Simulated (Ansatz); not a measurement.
Born–Oppenheimer molecular dynamics of C2H3N (6 atoms, charge 0, multiplicity 1). It starts from a rough guess of a transition structure, not a stationary point.

Computed with UHF/def2-SVP in Ansatz.

```yaml
ensemble: NVE (velocity Verlet)
time_step: 0.5 fs
steps_asked: 150
starting_velocities_drawn_for: 100 K
seed: 661780
```

First frame:

```xyz
6
Properties=species:S:1:pos:R:3
C -0.252 0.091 0.320
C 0.336 -0.114 -1.368
N 1.239 -0.387 -0.599
H -0.200 1.158 0.495
H -1.215 -0.266 -0.023
H 0.092 -0.482 1.175
```

(1) How far do the bonds stretch over the last three quarters of this one trajectory? (Pairs bonded in most of those frames.)

Answers

(1) 
```
 bond  mean (Å)  spread (Å)  shortest  longest
C1–N3     1.529       0.110      1.34     1.72
C1–H4     1.087       0.010      1.07     1.10
C1–H5     1.087       0.015      1.06     1.11
C1–H6     1.088       0.012      1.06     1.11
C2–N3     1.182       0.033      1.13     1.24
```

Mean temperature of the second half: 2718 K. The conserved energy stayed within 0.29 meV per atom of its start (net change 0.15 meV per atom), so the integration is sound. The kinetic energy rose, since the run started high on the potential surface and went downhill. A run of 0.075 ps of so small a system gives no equilibrium averages. The orbitals were unrestricted but ended closed-shell.

The run took 58 s on 1 thread of AMD EPYC 9B14 (Zen 4), with other jobs on the host, peak memory 0.12 GiB.
